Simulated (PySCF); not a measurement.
PH3.
SMILES: `P`

The closed-shell ground state was solved at several levels (PySCF, density fitting, gas phase, non-relativistic). Geometry: GFN2-xTB; no solvent, vibrations or thermal averaging.

```tsv
level	basis functions	total energy (Eh)	HOMO (eV)	LUMO (eV)	gap (eV)	dipole (D)
revPBE/def2-SVPD	48	-342.9666	-6.64	0.14	6.78	0.66
B3LYP/def2-TZVPP	84	-343.1761	-7.68	0.64	8.32	0.63
PW91/def2-SVPD	48	-343.0132	-6.71	0.05	6.76	0.65
wB97X-D/def2-TZVPP	84	-343.1500	-9.80	2.70	12.50	0.72
BHandHLYP/def2-TZVPP	84	-343.1469	-8.96	1.83	10.79	0.65
BLYP/aug-pcSseg-1	60	-343.1182	-6.61	-0.66	5.95	0.63
HCTH407/def2-TZVPP	84	-343.2079	-6.86	-0.16	6.70	0.70
```

(1) What might X3LYP/def2-TZVPP (84 basis functions) give for the same quantities?

(2) Over all these levels, which gives the widest orbital gap and which the narrowest?

(3) In the def2-TZVPP basis, how does the gap go with the fixed share of exact exchange?

(4) How far do the dipole and the HOMO energy spread over the levels?

Answers

(1) Total energy -343.1250 Eh, HOMO -7.72 eV, LUMO 0.73 eV, gap 8.45 eV, dipole 0.63 D.

(2) wB97X-D/def2-TZVPP (range-separated hybrid) has the widest, 12.50 eV, and BLYP/aug-pcSseg-1 (GGA) the narrowest, 5.95 eV. Functional and basis both differ between the two, so the spread mixes both effects.

(3) HCTH407 (0 %) 6.70 eV; B3LYP (20 %) 8.32 eV; X3LYP (22 %) 8.45 eV; BHandHLYP (50 %) 10.79 eV. Each rise in the share widens the gap here.

(4) The dipole runs from 0.63 to 0.72 D (mean 0.66 D) and the HOMO from -9.80 to -6.61 eV.

The pairwise dispersion term of wB97X-D wasn't added to the energies; at a given geometry it leaves orbitals and properties as they are.
